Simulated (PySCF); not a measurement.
One ligand Y is varied and pulled off as a radical: Cd(CH3)1–Y. Gas-phase values, no solvent. One relaxed conformer stands for each flexible species; it need not be the lowest. Multiplicities are imposed; where one is given, others were not computed. Strings in code marks are SMILES.

The highest occupied spin orbital from two functionals at the same geometries (r2SCAN-D4/def2-SVP), both in PySCF: PBE-D3(BJ)/def2-TZVP and r2SCAN-D4/def2-TZVP. 

```csv
species,PBE-D3(BJ)/def2-TZVP (eV),r2SCAN-D4/def2-TZVP (eV)
free radical OH,-7.16,-7.57
free radical NH2 (`[NH2]`),-7.16,-7.49
free radical CH3 (`[CH3]`),-5.38,-5.88
free radical OCH3 (`C[O]`),-5.95,-6.35
free radical N(CH3)2,-5.55,-5.98
free radical SH (`[SH]`),-6.12,-6.40
```

Over these rows, drawn at random from the members with no instability flagged (it was tested for open shells, ions and some series alone), PBE minus r2SCAN-D4: mean +0.39 eV, from +0.28 eV to +0.49 eV.
